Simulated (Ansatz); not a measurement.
# wB97M-V/STO-3G run of PN (phosphorus nitride)

Aim: the vertical singlet–triplet gap of PN (phosphorus nitride) at wB97M-V/STO-3G, from 2 runs. 

The results are computed with Ansatz 0.2.0.

46 further runs of the same task are left out: 12 that didn't finish, 34 set aside as unsound or not needed.

### Step 1. The system as given

The species is PN (2 atoms), meant as a singlet with charge 0. As SMILES, `N#P`. Geometry: the measured bond length.

Bond lengths: N1–P2 1.491 Å.

### Step 2. The energy at wB97M-V/STO-3G

in.yaml reads:

```yaml
crystal:
  periodic: [false, false, false]
  atoms:
    - symbol: "N"
      position_ang: [0.000000, 0.000000, 0.000000]
    - symbol: P
      position_ang: [0.000000, 0.000000, 1.490866]
basis:
  gaussian:
    orbitals: STO-3G
hamiltonian:
  xc: {name: wB97M-V}
accuracy: high
```

The run is started by

```bash
$ ansatz run in.yaml --threads 1 --pin off --max-ram 2610MiB --events-out events.jsonl --progress --plain --runs-dir runs
```

Output:

```text
Warning: RAYON_NUM_THREADS=1 ignored (pool sized by the plan → 1); use --threads N
Functional definition: wB97M-V
  name "wB97M-V"
  parameter omega = 0.3/bohr
  parameter cx = 0.15
  parameter cx01 = 1.007
  parameter cx10 = 0.259
  parameter css00 = 0.443
  parameter css04 = -1.437
  parameter css10 = -4.535
  parameter css20 = -3.390
  parameter css43 = 4.278
  parameter cos00 = 1.000
  parameter cos10 = 1.358
  parameter cos20 = 2.924
  parameter cos21 = -8.812
  parameter cos60 = -1.390
  parameter cos61 = 9.142
  parameter b = 6.0
  parameter c = 0.01
  gx(w, u) = 1 - cx + cx01*u + cx10*w
  gss(w, u) = css00 + css04*u^4 + css10*w + css20*w^2 + css43*w^4*u^3
  gos(w, u) = cos00 + cos10*w + (cos20 + cos21*u)*w^2 + (cos60 + cos61*u)*w^6
  exchange = spin_sum(e_x_unif_sr(omega)*gx(b97_w, b97_u_x)) + cx*exact_x_sr(omega) + exact_x_lr(omega)
  correlation = spin_sum(e_c_pw_mod_same_spin*gss(b97_w, b97_u_same))
      + integral(e_c_pw_mod_opposite_spin*gos(b97_w_opposite, b97_u_opposite)) + vv10(b, c)
224 factors; integrals over basis functions are off by at most 8.7e-9 eV
94 factors; integrals over basis functions are off by at most 1.1e-9 eV
mean field evaluation 1: about -10648.1968 eV, gradient 4.1e1 eV
mean field evaluation 2: about -10636.0861 eV, gradient 7.6e1 eV
mean field evaluation 4: about -10653.5758 eV, gradient 8.8e-1 eV
mean field evaluation 8: about -10653.5542 eV, gradient 1.3e-1 eV
mean field evaluation 16: about -10653.5543 eV, gradient 8.5e-8 eV
mean field -10653.55426850 eV, -391.5108981288 hartree, gradient 8.4e-8 eV, S^2 0.000000; 0 other end points of the search recorded, 0 dependent functions left out
reference -10653.55426990 eV, -391.5108981804 hartree; 11, 11 occupied and 3, 3 virtual orbitals, 224 factors
Total energy: -10653.55426990 eV, -391.5108981804 hartree
```

Wall time 2.8 s (1 thread of Intel Xeon 6975P-C (Granite Rapids), shared host); peak memory 0.19 GiB.

### Step 3. The triplet

job.yaml reads:

```yaml
crystal:
  periodic: [false, false, false]
  atoms:
    - {symbol: "N", position_ang: [0.000000, 0.000000, 0.000000]}
    - {symbol: P, position_ang: [0.000000, 0.000000, 1.490866]}
basis:
  gaussian:
    orbitals: STO-3G
magnetization:
  spin_polarized: true
  initial_magnetization: 2
hamiltonian:
  xc: {name: wB97M-V}
accuracy: high
```

The run is started by

```bash
$ ansatz run job.yaml --threads 1 --pin off --max-ram 2610MiB --events-out events.jsonl --progress --plain --runs-dir runs
```

Output (excerpt; [...] marks lines left out):

```text
Warning: RAYON_NUM_THREADS=1 ignored (pool sized by the plan → 1); use --threads N
[... 2 set-up lines as earlier in the session ...]
[...]
  gx(w, u) = 1 - cx + cx01*u + cx10*w
  gss(w, u) = css00 + css04*u^4 + css10*w + css20*w^2 + css43*w^4*u^3
  gos(w, u) = cos00 + cos10*w + (cos20 + cos21*u)*w^2 + (cos60 + cos61*u)*w^6
[...]
      + integral(e_c_pw_mod_opposite_spin*gos(b97_w_opposite, b97_u_opposite)) + vv10(b, c)
224 factors; integrals over basis functions are off by at most 8.7e-9 eV
94 factors; integrals over basis functions are off by at most 1.1e-9 eV
[...]
mean field -10648.76791484 eV, -391.3350028761 hartree, gradient 3.1e-8 eV, S^2 2.007323; 5 other end points of the search recorded, 0 dependent functions left out
reference -10648.76791623 eV, -391.3350029274 hartree; 12, 10 occupied and 2, 4 virtual orbitals, 224 factors
Total energy: -10648.76791623 eV, -391.3350029274 hartree
```

Wall time 15 s (1 thread of Intel Xeon 6975P-C (Granite Rapids), shared host); peak memory 0.33 GiB.

### Step 4. What came out

At wB97M-V/STO-3G:

```
                                        quantity          value
                           singlet: total energy  -391.51090 Eh
                           triplet: total energy  -391.33500 Eh
                                   triplet: ⟨S²⟩          2.007
vertical energy of the triplet above the singlet       4.786 eV
```

**Reading.** At this shape the triplet lies 4.79 eV (462 kJ/mol) above the singlet. In a minimal basis such a difference can be off by several eV, whatever the method.
